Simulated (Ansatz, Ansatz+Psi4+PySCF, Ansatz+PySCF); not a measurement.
```
atom   x (Å)   y (Å)    z (Å)
   B  0.0000  0.0000  -0.6690
   N  0.0000  0.0000   0.6690
```

Basis set: cc-pVTZ (spherical functions). Correlated methods keep 2 orbitals frozen. Correlation on ROHF uses semicanonical orbitals with singles. Charge 0, multiplicity 3.

Computed with Ansatz (development build ahead of 0.2.0); each method stands on the lowest determinant of its kind that the runs found.

Problem. Give the atomization energy at this shape (free ground-state atoms in the same class of orbitals less the molecule, no zero-point energy) of triplet BN by ROHF-CCSD(T), UHF-CCSD, ROHF-MP2, UHF-MP2.

Solution.

```
      method  atomization energy
ROHF-CCSD(T)             4.20 eV
    UHF-CCSD             3.93 eV
    ROHF-MP2             4.49 eV
     UHF-MP2             4.39 eV
```

Caution: another spin multiplicity may lie lower.
